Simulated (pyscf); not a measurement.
Four-centre exchange: O=Cr(=O)(Cl)–Cl (SMILES [O]=[Cr](=[O])([Cl])[Cl]) + HF (SMILES F) -> O=Cr(=O)(F)–Cl (SMILES [O]=[Cr](=[O])([F])[Cl]) + HCl (SMILES Cl)

Gas phase, singlet surface, charge 0. Bonds broken: Cr2–Cl4, F6–H7. Bonds formed: Cr2–F6, Cl4–H7. Structures and frequencies: ωB97X-D3(BJ)/def2-SVP in PySCF.

Transition state (Å):

```xyz
7

O      1.4303    -0.4293     1.1768
Cr     0.2712    -0.5851     0.2112
O      0.3517    -1.9752    -0.3762
Cl    -1.3900     0.7955    -1.1051
Cl    -1.3548    -0.7431     1.6314
F      1.1296     0.4393    -1.1575
H     -0.0099     0.8752    -1.5034
```

One imaginary mode, 551i cm⁻¹; descent along it reached the two sides named.

```csv
bond,change,reactant side (Å),saddle,product side
Cr2–Cl4,breaks,2.142,2.530,3.4
F6–H7,breaks,0.927,1.268,2.184
Cr2–F6,forms,3.0,1.913,1.705
Cl4–H7,forms,2.396,1.439,1.285
```

Electronic energies relative to the separated reactants (kJ/mol):

```csv
level,barrier,reaction energy,reverse barrier
ωB97X-D3(BJ)/def2-TZVP,86.1,+16.9,69.2
PBE/def2-TZVP,71.3,+5.0,66.3
r²SCAN/def2-TZVP,72.2,+4.9,67.3
B3LYP-D3(BJ)/def2-TZVP,87.6,+13.0,74.5
PBE0-D3(BJ)/def2-TZVP,85.3,+15.7,69.5
M06-2X/def2-TZVP,91.7,+19.4,72.3
ωB97M-D3(BJ)/def2-TZVP,87.5,+8.3,79.2
HF/def2-TZVP,157.6,+5.4,152.2
```

With ωB97M-D3(BJ)/def2-TZVP energies and thermal terms (ideal gas, 1 atm, RRHO with modes under 100 cm⁻¹ raised to 100, one conformer, R ln 2 for chiral ones without a mode under 150 cm⁻¹), in kJ/mol:

| T (K) | ΔH‡ | ΔG‡ | ΔH | ΔG |
|---|---|---|---|---|
| 298 | 78.7 | 121.4 | +3.7 | +1.7 |
| 600 | 78.1 | 165.1 | +2.9 | 0.0 |
| 900 | 79.6 | 208.3 | +2.8 | -1.4 |
| 1200 | 81.7 | 250.9 | +3.0 | -2.8 |

One saddle was located; it need not be the lowest between these sides.
